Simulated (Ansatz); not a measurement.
in.yaml

```yaml
crystal:
  periodic: [false, false, false]
  atoms:
    - {symbol: C, position_ang: [0.000000, -0.932795, 1.886850]}
    - {symbol: Ga, position_ang: [0.000000, 0.371055, 0.454194]}
    - {symbol: Cl, position_ang: [0.000000, -0.357987, -1.596247]}
    - {symbol: H, position_ang: [0.000000, -1.960282, 2.243752]}
basis:
  gaussian: {orbitals: cc-pVDZ}
magnetization: {spin_polarized: true, initial_magnetization: 1}
correlation: {method: ccsd, electrons: valence}
output: {forces: true}
```

```sh
$ ansatz run in.yaml --threads 1 --pin off --events-out ev --progress --plain --max-ram 2393MiB
```

Output:

```
695 factors; integrals over basis functions are off by at most 6.3e-4 eV
mean field evaluation 1: about -65875.7700 eV, gradient 1.8e1 eV
mean field evaluation 2: about -65875.7930 eV, gradient 1.8e1 eV
mean field evaluation 4: about -65878.0155 eV, gradient 2.0e0 eV
mean field evaluation 8: about -65878.0575 eV, gradient 5.3e-1 eV
mean field evaluation 16: about -65881.3388 eV, gradient 7.0e-4 eV
mean field evaluation 32: about -65881.9276 eV, gradient 2.4e-6 eV
mean field evaluation 64: about -65878.0360 eV, gradient 1.2e-3 eV
mean field evaluation 96: about -65881.9150 eV, gradient 8.4e-1 eV
mean field evaluation 128: about -65881.3388 eV, gradient 8.6e-5 eV
mean field evaluation 160: about -65876.5097 eV, gradient 1.4e1 eV
...
mean field evaluation 576: about -65878.3394 eV, gradient 1.2e0 eV
mean field evaluation 608: about -65878.6639 eV, gradient 6.2e-2 eV
mean field evaluation 640: about -65877.5068 eV, gradient 2.1e-3 eV
mean field evaluation 672: about -65877.2936 eV, gradient 7.8e-4 eV
mean field evaluation 704: about -65876.5653 eV, gradient 2.5e-2 eV
mean field -65881.92756530 eV, -2421.1161816503 hartree, gradient 1.9e-6 eV, S^2 1.766732; 14 other end points of the search recorded, 0 dependent functions left out
determinant -65881.92756530 eV, -2421.1161816503 hartree, with singles and doubles -65890.33866149 eV, -2421.4252837340 hartree
determinant -65881.33878559 eV, -2421.0945443950 hartree, with singles and doubles -65889.95214481 eV, -2421.4110795082 hartree
determinant -65881.31859471 eV, -2421.0938023939 hartree, with singles and doubles -65889.91547487 eV, -2421.4097319127 hartree
determinant -65879.89368581 eV, -2421.0414379577 hartree, with singles and doubles -65888.93022991 eV, -2421.3735248283 hartree
determinant -65879.72833260 eV, -2421.0353613393 hartree, with singles and doubles -65888.65672271 eV, -2421.3634736241 hartree
determinant -65879.60885914 eV, -2421.0309707706 hartree, with singles and doubles -65888.69686631 eV, -2421.3649488741 hartree
determinant -65878.79038416 eV, -2421.0008923700 hartree, with singles and doubles -65888.64500751 eV, -2421.3630430985 hartree
determinant -65878.66398762 eV, -2420.9962473828 hartree, with singles and doubles -65888.58039768 eV, -2421.3606687308 hartree
determinant -65878.03603302 eV, -2420.9731704769 hartree, with singles and doubles -65887.76690093 eV, -2421.3307732768 hartree
determinant -65881.92756530 eV, -2421.1161816503 hartree, with singles and doubles -65890.34635753 eV, -2421.4255665583 hartree
determinant -65881.33878559 eV, -2421.0945443950 hartree, with singles and doubles -65890.02747187 eV, -2421.4138477265 hartree
determinant -65881.31859471 eV, -2421.0938023939 hartree, with singles and doubles -65889.99657165 eV, -2421.4127121644 hartree
15 core orbitals not correlated: weight in the atoms' cores, before any rotation towards them, 1.000 or more for the frozen orbitals, at most 0.000 for the correlated occupied ones
reference -65881.92756530 eV, -2421.1161816503 hartree; 13, 12 occupied and 36, 37 virtual orbitals, 695 factors
second order -7.44041548 eV of doubles, -0.00000000 eV of singles
cycle   1  -8.41879264 eV  change   -4.1e-7 eV  update   4.1e-6
cycle   2  -8.41879385 eV  change   -1.2e-6 eV  update   3.2e-6
cycle   3  -8.41879237 eV  change    1.5e-6 eV  update   2.1e-6
cycle   4  -8.41878999 eV  change    2.4e-6 eV  update   1.1e-6
cycle   5  -8.41879017 eV  change   -1.8e-7 eV  update   6.0e-7
WARN: the results are in doubt because among natural orbitals the method converges to other amplitudes
the calculation of the forces begins
Total energy: -65890.34635546 eV, -2421.4255664824 hartree
Atom 0 at     0.000000    -0.932795     1.886850 Å, force     0.000000     0.390976    -0.265252 eV/Å
Atom 1 at     0.000000     0.371055     0.454194 Å, force     0.000000     0.099160     0.185858 eV/Å
Atom 2 at     0.000000    -0.357987    -1.596247 Å, force     0.000000    -0.050656    -0.176763 eV/Å
Atom 3 at     0.000000    -1.960282     2.243752 Å, force    -0.000000    -0.439480     0.256157 eV/Å
Dipole moment:    -0.000000     0.061403     0.365670 e Å
In doubt: among natural orbitals the method converges to other amplitudes
```

Forces (eV/Å):
```
C    0.000  0.391 -0.265
Ga   0.000  0.099  0.186
Cl   0.000 -0.051 -0.177
H    0.000 -0.439  0.256
```

Ran on 1 thread of Arm Neoverse V2, shared host: 62 s wall, 0.26 GiB peak host memory.
